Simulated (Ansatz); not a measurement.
Bi2Cl: from a trial structure to a relaxed crystal

Method: DFT PBE, scalar-relativistic, plane waves, PAW (Ansatz 0.2.0).

Bi2Cl was placed on the sites of a reported Cr2B cell (I4/mcm, No. 140), with Cl in place of B, Bi in place of Cr, at a guessed volume.

The final relaxation ran on this input, with the default PAW datasets:

```yaml
crystal:
  lattice:
    - [-3.7618535524, 3.7618535524, 3.1313712501]
    - [3.7618535524, -3.7618535524, 3.1313712501]
    - [3.7618535524, 3.7618535524, -3.1313712501]
  atoms:
    - { symbol: Bi, position: [0.667, 0.167, 0.834] }
    - { symbol: Bi, position: [0.167, 0.333, 0.5] }
    - { symbol: Bi, position: [0.333, 0.833, 0.166] }
    - { symbol: Bi, position: [0.833, 0.667, 0.5] }
    - { symbol: Cl, position: [0.25, 0.25, 0.0] }
    - { symbol: Cl, position: [0.75, 0.75, 0.0] }
basis:
  ecutwfc: 420
kpoints:
  mp_grid: { grid: [8, 8, 8] }
hamiltonian:
  xc: pbe
scf:
  occupations: { method: gaussian, width: 0.1 }
output:
  forces: true
  stress: true
  eigenvalues: true
relax:
  adjacent_minimum: "off"
  f_tol: 0.01
  max_steps: 80
  cell: { stress_tol: 0.05 }
```

Launched as:

```bash
ansatz run input.yaml --threads 1 --pin off --max-ram 2560MiB --backend cpu --events-out ev --progress --plain --runs-dir out
```

The run took 2.5 min on 1 thread of Intel(R) Xeon(R) 6975P-C (Granite Rapids), with other jobs on the host, peak memory 0.68 GiB.

End of the output:

```
SCF converged after 6 iterations
Free energy (F): -51745.124827 eV
Harris-Foulkes:  -51745.124827 eV  (|F-HF|=3.64e-11)
Internal energy: -51745.115106 eV  (E = F + TS)
E sigma→0 (E₀):  -51745.119967 eV
Entropy (-TS):   -0.009721 eV (-1.620 meV/atom)
Fermi energy:    8.498370 eV
--- Per-component energies (eV) ---
  E_band       = -489.443845
  E_kinetic    = 1525.318209
  E_local      = -6629.900506  (includes V_loc(G=0)·N_el)
  E_nonlocal   = 2298.081340
  E_hartree    = 2135.839309
  E_xc         = -817.418654
  E_vxc        = -817.942505  (∫ρ·V_xc dr)
  E_paw        = -43969.650710  (= ΣΔE_a)
  E_vpaw       = -1136.677602  (= ΣTr[D̂ρ^β])
  E_aug_tail   = -0.001573  (compensation charges beyond the density's cutoff)
  E_ewald      = -6287.382519
  E_smearing   = -0.009721  (= −TS)
  E_closure    = 0.000000  (closes the sum)
  Σ components = -51745.124827   (vs F -51745.124827, Δ=0.00e0)
--- Forces (eV/Å), atoms counted from 1 ---
  atom   1  Bi    -0.00038511    -0.00038511     0.00000000
  atom   2  Bi     0.00038511    -0.00038511     0.00000000
  atom   3  Bi     0.00038511     0.00038511     0.00000000
  atom   4  Bi    -0.00038511     0.00038511     0.00000000
  atom   5  Cl     0.00000000     0.00000000     0.00000000
  atom   6  Cl     0.00000000     0.00000000     0.00000000
  max |Σ_I F_I| component: 3.12e-17 eV/Å
--- Stress (GPa, compression-positive) ---
       -0.007056       0.000000       0.000000
        0.000000      -0.007056       0.000000
        0.000000       0.000000      -0.001814
  P = ⅓ Tr σ = -0.0053 GPa (-0.053 kbar)
--- Relaxed structure (10 steps of the walk, 9 accepted, 1 SCFs on fresh bases) ---
  F+E_penalty+E_count = -51745.12482704 eV   max|allowed force component| = 3.851e-4 eV/Å   (the final SCF, on the basis selected at the relaxed cell)
  cell:  # Å, volume = 184.6130 Å³
    - [-3.881602, 3.881602, 3.063234]
    - [3.881602, -3.881602, 3.063234]
    - [3.881602, 3.881602, -3.063234]
  atoms:
    - { symbol: Bi, position: [0.632293, 0.132293, 0.764586] }
    - { symbol: Bi, position: [0.132293, 0.367707, 0.5] }
    - { symbol: Bi, position: [0.367707, 0.867707, 0.235414] }
    - { symbol: Bi, position: [0.867707, 0.632293, 0.5] }
    - { symbol: Cl, position: [0.25, 0.25, 0.000000] }
    - { symbol: Cl, position: [0.750000, 0.750000, 0.000000] }
```

Absolute energies hang on the potentials; compare differences alone.

The result has space group I4/mcm (No. 140). Around Bi lie 1 Bi at 2.90 Å; around Cl lie 2 Cl at 3.06 Å and 8 Bi at 3.40 Å.

Against the elements it lies at -0.01 eV/atom. The zero of energy is the elements' standard structures at the same level (Cl₂ as a molecule); no fitted shifts are applied.

The k mesh leaves about 4 meV/atom of noise in metals. Spin–orbit coupling is left out.

Symmetry constrained the relaxation, so the result can be a saddle point.